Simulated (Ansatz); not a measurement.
Results of r²SCAN in Ansatz (plane waves, PAW) for fluorite SrCl₂.

A relaxed, unreconstructed slab of the (111) face has 9 atoms, two equal faces of 21.186 Å² each and an energy of -17191.5452 eV. A bulk cell of 9 atoms with the same orientation and in-plane k mesh has -17192.1478 eV. Energies are extrapolated to zero smearing.

Settings: plane-wave cutoff 500 eV, 6×6×1 k mesh (along the axes of the cell as run), gaussian smearing 0.02 eV, scalar-relativistic PAW data made under PBE.

Worked out: γ = (E_slab − N E_bulk per atom)/2A = [-17191.5452 − 9 × (-17192.1478/9)]/(2 × 21.186) = 0.0142 eV/Å². With 16.022 J/m² per eV/Å² this is 0.23 J/m², or 0.30 eV per surface cell and face.

Ansatz is a program for electronic structure.
